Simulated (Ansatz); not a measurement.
bcc Li, treated with PBEsol (Ansatz, an electronic-structure program, PAW).

Run with plane-wave cutoff 520 eV, 18×18×18 k mesh, Fermi–Dirac smearing 0.1 eV, perturbation theory, force constants from a 6×6×6 q mesh, scalar-relativistic PAW data made under PBE.

Computed at the level's own relaxed cell.

Harmonic phonon frequencies (cm⁻¹; i marks an imaginary mode):

```csv
q point,frequencies
N,…
H,332 332 332
```

Q: Complete the blanks.

A: 
- N, frequencies: 57 192 324

No imaginary mode appears at these points.
